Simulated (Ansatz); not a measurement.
`O=CC(O)F`, relaxed with RKS PBE-D4/def2-SVP in the Gaussian-basis code of Ansatz from a rough embedded geometry. The force threshold is 0.03 eV/Å; the program also tests the step.

Total charge 0; spin multiplicity 1.

Start:

```xyz
8

O     0.199    0.027    1.827
C     0.131   -0.639    0.829
C    -0.171   -0.044   -0.503
O    -0.548    1.343   -0.544
F     0.901   -0.137   -1.366
H     0.309   -1.732    0.812
H    -1.029   -0.570   -1.003
H     0.208    1.753   -0.051
```

| step | energy (eV) | largest force (eV/Å) | largest move (Å) |
| --- | --- | --- | --- |
| 1 | -8916.7321 | 3.367 | 0.000 |
| 2 | -8916.9760 | 1.714 | 0.114 |
| 3 | -8917.0168 | 1.091 | 0.181 |
| 4 | -8917.1038 | 0.414 | 0.113 |
| 5 | -8917.1153 | 0.175 | 0.027 |
| 6 | -8917.1167 | 0.102 | 0.020 |
| 7 | -8917.1172 | 0.051 | 0.009 |
| 8 | -8917.1173 | 0.015 | 0.005 |

End:

```xyz
8

O     0.349    0.189    1.702
C     0.146   -0.571    0.776
C    -0.206   -0.012   -0.614
O    -0.443    1.322   -0.546
F     0.944   -0.328   -1.370
H     0.277   -1.685    0.865
H    -1.057   -0.537   -1.104
H    -0.011    1.621    0.292
```

It took 11 s on 4 threads of a server CPU on a shared host, with 0.13 GiB of host memory at the peak.
